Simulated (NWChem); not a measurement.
Extrapolating the CCSD correlation energy of fluoromethane (CH₃F)

```xyz
5

C      0.6088    -0.1106     0.0000
F     -0.7327     0.1332     0.0000
H      0.8879    -0.6879     0.8972
H      0.8879    -0.6879    -0.8972
H      1.1658     0.8411     0.0000
```
Charge 0, spin multiplicity 1.

Everything below was run with NWChem. Structure: optimised with PBE0/def2-SVP, a minimum by its harmonic frequencies.

The correlated methods keep 2 core orbitals frozen. Coupled-cluster values serve here as a point of comparison, not as the truth.

Worked example. The CCSD correlation energy is -356.06 mHa in cc-pVDZ and -450.38 mHa in cc-pVTZ. The form E(X) = E∞ + A/X³ turns the pair into an estimate of the basis-set limit.

E∞ = (3³·(-450.38) − 2³·(-356.06))/(3³ − 2³) = -490.1 mHa. The larger basis holds 92 % of that. This is a two-point estimate, and a rough one from so small a pair.
